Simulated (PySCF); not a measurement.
The group X on SiF3-X is varied. Isolated molecules, 0 K electronic values unless said otherwise. Strings in code marks are SMILES.

Level of theory: PySCF with PBE-D3(BJ)/def2-TZVP. All candidates: neutral, multiplicity 1. Excitations are Tamm–Dancoff values on a coarser integration grid. The basis has no diffuse functions, so Rydberg states are missing or too high.

```json
{
  "S1 excitation (TDA)": "6.84 eV",
  "dipole_moment": "2.83 D",
  "T1 excitation (TDA)": "6.32 eV"
}
```

### Question
Say which member has these values.
A. `F[Si](F)(F)F`
B. `N[Si](F)(F)F`
C. `F[Si](F)(F)[GeH3]`
D. `F[Si](F)(F)S`

### Answer
B, `N[Si](F)(F)F`. The others give `F[Si](F)(F)[GeH3]`: 7.64 eV, 2.01 D, 6.52 eV; `F[Si](F)(F)S`: 6.26 eV, 1.59 D, 5.70 eV; `F[Si](F)(F)F`: 9.92 eV, 0.00 D, 9.63 eV
